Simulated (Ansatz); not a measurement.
Cost and result for the atomization energy of `F[SiH2][AlH2]` (7 atoms, 6 bonds).

Charge 0, multiplicity 1. The structure was optimised at the PBE0-D4/def2-TZVP level. Program: Ansatz. All runs use 2 threads of an Arm Neoverse V1 on a shared host. Times are those of one run each, without the atoms' runs, and a repeat can differ threefold. Electronic energies, without spin–orbit coupling; frozen cores. CCSD(T)/CBS adds CCSD(T) − MP2 in def2-TZVPP to the MP2 limit, and its time is that of the two runs behind it. T1 = 0.012. B3LYP takes the VWN-RPA correlation (the form of Gaussian; ORCA's B3LYP/G).

CCSD(T)/CBS is a level of theory with its own doubt, some kJ/mol a heavy atom from the limit and from the frozen cores, so smaller differences don't rank the functionals.

```json
{"level": "LDA (SPW92)/def2-TZVPP", "functions": "171", "wall time": "0.95 s", "atomization (kJ/mol)": "2205.9", "difference from CCSD(T)/CBS": "191.0", "per bond": "31.8"}
{"level": "CCSD(T)/def2-SVP", "functions": "70", "wall time": "0.95 s", "atomization (kJ/mol)": "1857.0", "difference from CCSD(T)/CBS": "-157.9", "per bond": "-26.3"}
{"level": "PBE-D4/def2-TZVPP (with forces)", "functions": "171", "wall time": "1.8 s", "atomization (kJ/mol)": "1974.0", "difference from CCSD(T)/CBS": "-40.9", "per bond": "-6.8"}
{"level": "BHLYP-D4/def2-TZVPP", "functions": "171", "wall time": "2 s", "atomization (kJ/mol)": "1965.4", "difference from CCSD(T)/CBS": "-49.5", "per bond": "-8.2"}
{"level": "CAM-B3LYP-D4/def2-TZVPP", "functions": "171", "wall time": "2.4 s", "atomization (kJ/mol)": "2010.0", "difference from CCSD(T)/CBS": "-4.9", "per bond": "-0.8"}
{"level": "B3LYP-D4/def2-TZVPP (with forces)", "functions": "171", "wall time": "2.8 s", "atomization (kJ/mol)": "1994.2", "difference from CCSD(T)/CBS": "-20.7", "per bond": "-3.5"}
{"level": "B2PLYP/def2-TZVPP", "functions": "171", "wall time": "3.6 s", "atomization (kJ/mol)": "1974.5", "difference from CCSD(T)/CBS": "-40.4", "per bond": "-6.7"}
{"level": "B97M-V/def2-TZVPP", "functions": "171", "wall time": "6.5 s", "atomization (kJ/mol)": "2032.1", "difference from CCSD(T)/CBS": "17.2", "per bond": "2.9"}
{"level": "ωB97X-V/def2-TZVPP", "functions": "171", "wall time": "6.5 s", "atomization (kJ/mol)": "2021.3", "difference from CCSD(T)/CBS": "6.4", "per bond": "1.1"}
{"level": "ωB97M-V/def2-TZVPP (with forces)", "functions": "171", "wall time": "8.5 s", "atomization (kJ/mol)": "1999.7", "difference from CCSD(T)/CBS": "-15.2", "per bond": "-2.5"}
{"level": "MP2/def2-QZVPP", "functions": "317", "wall time": "10 s", "atomization (kJ/mol)": "1997.0", "difference from CCSD(T)/CBS": "-17.9", "per bond": "-3.0"}
{"level": "CCSD(T)/def2-TZVPP", "functions": "171", "wall time": "20 s", "atomization (kJ/mol)": "1957.9", "difference from CCSD(T)/CBS": "-57.0", "per bond": "-9.5"}
{"level": "CCSD(T)/CBS(def2)", "functions": "–", "wall time": "30 s", "atomization (kJ/mol)": "2014.9", "difference from CCSD(T)/CBS": "0.0", "per bond": "0.0"}
```

Leaving LDA and LC-ωPBE aside and taking each functional with its dispersion term where it has one, the values, not all of them listed here, spread over 91.5 kJ/mol, from revPBE-D4 to B97M-V. LDA lies +242.3 kJ/mol from PBE without D4, its usual overbinding. From r2SCAN to r2SCAN0 (25 % exact exchange), in def2-TZVPP and without D4, the atomization energy moves by −25.9 kJ/mol: exact exchange takes away binding that semilocal exchange gives to molecules. At CCSD(T), def2-SVP lies −157.9 kJ/mol from the extrapolated value and def2-TZVPP −57.0 kJ/mol: correlation converges slowly with the basis, and small sets miss more of it in the bonded molecule than in its fragments.
